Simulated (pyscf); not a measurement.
Structures and frequencies: ωB97X-D3(BJ)/def2-SVP in PySCF.

SMILES: [CH3][Sb]([CH3])[SH]
```xyz
11

C      0.3345     0.2727    -1.6578
Sb     0.6546     1.7791    -0.1531
C      0.9009     0.3522     1.4403
S     -1.7120     2.1371     0.2716
H     -0.0234     0.7449    -2.5838
H     -0.4149    -0.4523    -1.3094
H      1.2812    -0.2506    -1.8638
H      1.8695    -0.1601     1.3312
H      0.8769     0.8720     2.4088
H      0.0903    -0.3899     1.4088
H     -1.6365     3.4800     0.2180
```

**Question.** What is the homolytic dissociation enthalpy (298 K, ωB97M-D3(BJ)/def2-TZVP) of the S–Sb bond of H₃C–Sb(CH₃)–SH, to H₃C–Sb•–CH₃ + SH•?

**Answer.** S–Sb to H₃C–Sb•–CH₃ + SH•: 265.8 kJ/mol. The 7 functionals that were run give +252.5 (M06-2X) to +294.5 kJ/mol (ωB97X-D3(BJ)/def2-TZVP). Other isomers of H₃C–Sb•–CH₃ were not searched in full and may lie lower. Left out: the spin-orbit lowering of SH. Elements past Kr carry the def2 core potentials, without spin-orbit coupling.
